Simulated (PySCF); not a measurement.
Start geometry of `O=C=COC=O` from GFN2-xTB (Å):
```
atom  x, y, z in Å
O1    -1.7220    1.0748    0.9828
C2    -0.8461    0.4835    0.4257
C3    -0.7054   -0.6793   -0.3451
O4     0.5836   -0.8390   -0.7115
C5     1.2612    0.1408   -0.2250
O6     0.5488    0.9812    0.4578
H7    -1.4297   -1.3973   -0.6568
H8     2.3187    0.2447   -0.3744
```

Task: What comes out of this run: PBE0-D3(BJ)/def2-SVP geometry optimisation, gas phase (PySCF)?

Result: 
```
atom  x, y, z in Å
O1    -1.6343   -0.0468    1.7705
C2    -1.1188   -0.0992    0.7304
C3    -0.8353   -0.2353   -0.5678
O4     0.4268   -0.0734   -1.1090
C5     1.3552    0.2390   -0.2280
O6     1.1098    0.3661    0.9460
H7    -1.6146   -0.4871   -1.2813
H8     2.3449    0.3617   -0.7008
```

The energy falls by 6.5 kcal/mol over 19 energy and gradient evaluations, the largest force component goes from 0.0194 to 3.2e-04 Eh/bohr, and the atoms move by 0.237 Å rms after alignment. The bond that changes most is C5=O6 (ester carbonyl carbon to ester carbonyl oxygen), which shortens by 0.090 Å. Bonds longer at the end by more than 0.005 Å: 4 of 7; shorter: 3. Among the angles that change most is O1–C2–C3, from 137.8° to 165.6°. Rotational constants go from 9584, 3970, 2807 to 7965, 3373, 2370 MHz. The orientation of the end geometry is arbitrary; only internal coordinates are fixed.

The run used 94 basis functions and 146 SCF cycles in all.

Not checked by PBE0-D3(BJ)/def2-SVP frequencies. The numbers are those of one conformer.
